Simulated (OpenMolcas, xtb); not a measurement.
## A ladder of methods for B2H5Cl (diborane mono Cl)

The species is B2H5Cl (8 atoms), meant as a singlet with charge 0. The shape is that of a GFN2-xTB optimisation.

```xyz
8

B    -0.6256   -0.1022    0.6004
Cl   -0.2010   -0.8159    2.1542
H    -1.7521    0.2008    0.4673
H     0.1990    0.9008    0.2733
B     0.6006    0.1597   -0.7299
H     0.2419    0.6394   -1.7364
H     1.7246   -0.1395   -0.6064
H    -0.1874   -0.8431   -0.4224
```

Each level gives the dipole moment (D). The values are calculated.

```csv
level,kind,program,value (D),CPU time
GFN2-xTB,semi-empirical,xtb,1.91,under 2 s
GFN0-xTB,semi-empirical,xtb,1.71,under 2 s
GFN1-xTB,semi-empirical,xtb,1.46,under 2 s
HF/STO-3G,Hartree–Fock,OpenMolcas,1.78,2.2 s
HF/3-21G,Hartree–Fock,OpenMolcas,1.95,2.4 s
HF/def2-SVP,Hartree–Fock,OpenMolcas,1.16,6.5 s
HF/def2-TZVP,Hartree–Fock,OpenMolcas,1.22,36 s
TPSS/6-311G**,meta-GGA,OpenMolcas,1.10,62 s
B3LYP/6-31G* (spherical functions),global hybrid,OpenMolcas,1.09,21 s
B3LYP/6-31G* (Cartesian functions),global hybrid,OpenMolcas,1.09,22 s
```

The values span 1.09 to 1.95 D. Sets without polarisation functions give poor dipoles. Without the sets that lack polarisation functions the rows with a basis span only 1.09 to 1.22 D. Times are those of the runs behind each value, whatever else they computed, on shared processors of several kinds: orders of magnitude only.
